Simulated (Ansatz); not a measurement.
# Molecular dynamics, step by step

CH4AlMg (charge -1), closed shell, revPBE-D4/def2-SVP (Ansatz 0.2.0). Settings (timestep in fs, temperature in K; T counts 15 degrees of freedom):

```yaml
hamiltonian: {xc: {name: revPBE}, dispersion: d4}
md: {n_steps: 40, timestep: 0.75, temperature: 1500, ensemble: nve, seed: 677, initial_velocities: maxwell_boltzmann}
```

Start:

```
atom    x (Å)    y (Å)    z (Å)
  C1  -1.7187   0.1175  -0.6641
 Al2  -0.1786   0.5758   0.3413
 Mg3   2.3453   0.2886   0.2728
  H4  -1.5636  -0.9234  -1.0395
  H5  -1.6865   0.7613  -1.5786
  H6  -0.1782   1.0633   1.9790
  H7   2.9803  -1.8831   0.6891
```

```csv
step,time (fs),potential energy less the start (meV),kinetic energy (meV),T (K)
0,0.00,0.0,969.5,1500
2,1.50,177.8,793.2,1227
4,3.00,390.2,581.9,900
6,4.50,556.3,416.1,644
8,6.00,645.3,327.7,507
10,7.50,633.3,339.1,525
12,9.00,555.5,416.1,644
14,10.50,468.5,502.4,777
16,12.00,430.1,540.9,837
18,13.50,457.7,514.8,797
20,15.00,431.0,541.0,837
22,16.50,331.1,638.7,988
24,18.00,312.9,656.7,1016
26,19.50,392.6,578.7,895
28,21.00,455.7,517.7,801
30,22.50,367.7,605.6,937
32,24.00,132.9,837.8,1296
34,25.50,-109.4,1078.9,1669
36,27.00,-261.0,1229.1,1902
38,28.50,-242.1,1210.5,1873
40,30.00,-109.0,1080.8,1672
```

Step 10, positions (Å) and forces (eV/Å):

```csv
atom,x,y,z,Fx,Fy,Fz
C1,-1.777,0.060,-0.713,2.125,0.221,-0.821
Al2,-0.133,0.597,0.390,-2.640,-0.482,-1.767
Mg3,2.313,0.295,0.259,1.917,-1.390,-0.108
H4,-1.430,-0.911,-1.280,-0.545,0.749,0.716
H5,-1.554,0.815,-1.602,-0.403,-0.566,0.802
H6,-0.053,1.133,1.839,-0.246,0.340,1.323
H7,2.829,-2.057,0.705,-0.207,1.127,-0.145
```

Step 14, positions (Å) and forces (eV/Å):

| atom | x | y | z | Fx | Fy | Fz |
| --- | --- | --- | --- | --- | --- | --- |
| C1 | -1.779 | 0.041 | -0.734 | 1.958 | 0.670 | -0.116 |
| Al2 | -0.128 | 0.603 | 0.400 | -2.645 | 0.026 | -0.297 |
| Mg3 | 2.312 | 0.289 | 0.252 | 1.822 | -1.276 | -0.106 |
| H4 | -1.437 | -0.885 | -1.319 | -0.311 | 0.156 | 0.479 |
| H5 | -1.546 | 0.817 | -1.578 | -0.354 | -0.304 | 0.518 |
| H6 | -0.036 | 1.214 | 1.999 | -0.330 | -0.281 | -0.353 |
| H7 | 2.734 | -1.958 | 0.689 | -0.140 | 1.009 | -0.126 |

Step 24, positions (Å) and forces (eV/Å):

```
atom       x       y       z      Fx      Fy      Fz
  C1  -1.730   0.016  -0.762   1.380   0.364   0.437
 Al2  -0.152   0.618   0.422  -2.021   0.120  -0.161
 Mg3   2.335   0.260   0.234   1.091   0.197  -0.323
  H4  -1.505  -0.945  -1.356  -0.175   0.725   0.484
  H5  -1.615   0.878  -1.515  -0.111  -0.507   0.080
  H6  -0.114   1.291   2.227  -0.313  -0.458  -0.684
  H7   2.473  -1.451   0.625   0.149  -0.440   0.168
```

Last step (40):

| atom | x (Å) | y (Å) | z (Å) |
| --- | --- | --- | --- |
| C1 | -1.5521 | 0.0376 | -0.7271 |
| Al2 | -0.2660 | 0.6484 | 0.4528 |
| Mg3 | 2.4187 | 0.2460 | 0.1844 |
| H4 | -1.6789 | -0.9879 | -1.2360 |
| H5 | -1.7943 | 0.7799 | -1.5681 |
| H6 | -0.5447 | 0.9332 | 1.8860 |
| H7 | 2.1556 | -1.6707 | 0.8680 |

The run took about 41 s on 2 CPU threads of an Arm Neoverse V1 (shared host).
